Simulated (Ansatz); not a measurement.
Two isomers of C7H8O: A = `Cc1ccccc1O`, B = `Cc1ccc(O)cc1`.

Isolated molecules relaxed with PBE0-D4/def2-TZVP in Ansatz; ΔE leaves out vibrations. CCSD(T)/CBS adds triple-zeta CCSD(T) − MP2 to the extrapolated MP2 energy (def2 sets, frozen cores). Functionals use def2-TZVPP. B3LYP here is the variant with VWN-RPA as its local correlation; programs differ in this. One conformer a species, not always the lowest.

A:

Z-matrix (Å, degrees):
```
C
C 1 1.495
H 1 1.090 2 110.8
H 1 1.093 2 111.2 3 120.7
H 1 1.093 2 111.2 3 -120.7
C 2 1.388 1 122.3 3 0.1
C 2 1.397 1 120.0 3 -179.9
C 6 1.388 2 122.0 1 -180.0
H 6 1.085 2 118.4 1 -0.0
C 7 1.387 2 121.0 1 -180.0
O 7 1.360 2 116.9 1 -0.0
C 8 1.384 6 119.4 2 -0.0
H 8 1.083 6 120.2 2 180.0
H 10 1.087 7 119.6 2 180.0
H 11 0.961 7 109.1 2 -180.0
H 12 1.084 8 120.5 6 180.0
```

B:

```xyz
16

C    -0.611    1.827   -1.556
C    -0.257    0.707   -0.625
C    -0.682   -0.596   -0.877
C    -0.358   -1.643   -0.035
C     0.411   -1.405    1.098
O     0.705   -2.463    1.896
C     0.844   -0.115    1.369
C     0.509    0.923    0.512
H    -1.691    1.886   -1.718
H    -0.145    1.694   -2.536
H    -0.281    2.789   -1.160
H    -1.285   -0.798   -1.758
H    -0.694   -2.653   -0.239
H     1.236   -2.160    2.637
H     1.444    0.082    2.253
H     0.855    1.926    0.740
```

Question: Which is lower in electronic energy at CCSD(T)/CBS, and by how much? (Estimate.)

Answer: Ansatz gave: A, by 5.1 kJ/mol.

Question: Give E(B) − E(A) in kJ/mol with B2PLYP, CCSD(T)/def2-TZVPP, PBE0-D4, LDA (SPW92), BLYP-D4, CCSD(T)/def2-SVP, B3LYP-D4. (An estimate is asked.)

Answer: Computed: B2PLYP 4.0, CCSD(T)/def2-TZVPP 4.6, PBE0-D4 4.4, LDA (SPW92) 5.9, BLYP-D4 4.4, CCSD(T)/def2-SVP 5.7, B3LYP-D4 4.5. None reverses the order clearly.

Question: Does the order hold for the free energy at 298.15 K (harmonic terms from PBE0-D4)? (Best estimate.)

Answer: Computed: Too close to call: G(B) − G(A) = +0.9 kJ/mol, for one conformer each. Modes under 60 cm⁻¹, often nearly free rotors, make the harmonic entropy too high.

Largest T1 diagnostic: 0.011.

Leaving LDA and LC-ωPBE aside and taking each functional with its dispersion term where it has one, the values, not all of them listed here, spread over 0.9 kJ/mol, from B2PLYP to B97M-V.
